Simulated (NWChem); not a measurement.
# CS; SMILES [C-]#[S+]

Results from NWChem. Pople sets run with spherical d functions. The geometry was optimised at PBE0/def2-SVP. Computed dipoles belong to the equilibrium geometry; the measured one is vibrationally averaged.

Measured dipole moment: 1.98 D (NIST CCCBDB, as tabulated in the package chemicals).

```
level              dipole moment (D)  computed − measured
-----------------  -----------------  -------------------
B3LYP/STO-3G                    1.51                -0.47
B3LYP/3-21G                     1.40                -0.58
B3LYP/6-31G*                    1.57                -0.41
B3LYP/6-31+G*                    [?]                  [?]
B3LYP/def2-SVP                   [?]                  [?]
B3LYP/def2-SVPD                 1.96                -0.02
B3LYP/def2-TZVP                 1.93                -0.05
B3LYP/6-311++G**                1.88                -0.10
B3LYP/aug-cc-pVTZ               1.93                -0.05
```

Q: Fill in the missing entries.

A: 
- B3LYP/6-31+G*, dipole moment (D): 1.78
- B3LYP/6-31+G*, computed − measured: -0.20
- B3LYP/def2-SVP, dipole moment (D): 1.85
- B3LYP/def2-SVP, computed − measured: -0.13
